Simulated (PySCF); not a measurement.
## NMR data sheet: 1-butyne

- Formula: C4H6
- SMILES: C#CCC
- Point group of the computed structure: Cs
- Degrees of unsaturation: 2
- Carbon signals: 4
- Proton signals: 3

Atom-mapped SMILES (the numbers label the heavy atoms): `[CH:1]#[C:2][CH2:3][CH3:4]`. Hydrogens are named by the atom that carries them.

PySCF calculation with NMR shieldings at PBE0/pcSseg-1/GIAO, J couplings at B3LYP/pcJ-1 (without the spin–dipole term) and structure optimised with GFN2-xTB; a single conformation, relativity neglected, averaged over atoms made equivalent by symmetry, fast rotation or ring inversion, isolated molecule.

Referencing at the same level of theory: 1H and 13C vs TMS.

| carbon | δC, type | δH (multiplicity, J in Hz) | HMBC from (abs. J ≥ 3 Hz) | span of the C tensor (ppm) |
| --- | --- | --- | --- | --- |
| C1 | 74.3, CH | 1.35 (t, 3.8) | H(C3) | 213 |
| C2 | 90.4, C | – | H(C3), H(C1), H(C4) | 305 |
| C3 | 15.2, CH2 | 2.30 (qd, 8.1, 3.8) | H(C1), H(C4) | 20 |
| C4 | 16.8, CH3 | 1.22 (t, 8.1) | H(C3) | 29 |

Selected couplings (Hz, signed; the shortest-range and largest first, 30 at most; isotopes 13C, 1H): 1J(C1,H(C1)) 261.3, 1J(C1,C2) 196.8, 1J(C3,H(C3)) 137.2, 1J(C4,H(C4)) 134.7, 1J(C2,C3) 72.2, 1J(C3,C4) 33.6, 2J(C1,C3) 12.4, 2J(C2,C4) -3.6, 3J(H(C3),H(C4)) 8.1, 3J(C1,C4) 2.3, 4J(H(C1),H(C3)) -3.8.

Carbon types of the structure: 1 × C, 1 × CH, 1 × CH2, 1 × CH3, which accounts for all hydrogens. δC 90.4: alkyne carbon; the triple bond shields along its axis, which puts it between sp3 and sp2 carbons. δC 74.3: terminal alkyne carbon; the triple bond shields along its axis, which puts it between sp3 and sp2 carbons. δC 16.8: methyl carbon; a saturated carbon with 1 carbon neighbour and no heteroatom attached. δC 15.2: propargylic sp3 CH2; a saturated carbon with 2 carbon neighbours and no heteroatom attached. δH 1.35: hydrogen on a terminal alkyne carbon; it lies on the axis of the triple bond, in its shielding cone. The protons at 2.30 and 1.22 share a coupling of 8.1 Hz (vicinal).

Multiplet labels drop couplings under 1 Hz and merge nearly equal ones. Unscaled 3J(H,H) at this level run about 10 % above measured values. Shifts are as computed. Against solution values, carbons near 30 ppm lie about +3 ppm off and those near 130 ppm about +5 ppm. Of 1211 compounds with measured shifts, 218 miss one by over three times the rms of a fit or turn the order of signals round; such compounds aren't used in these exercises.
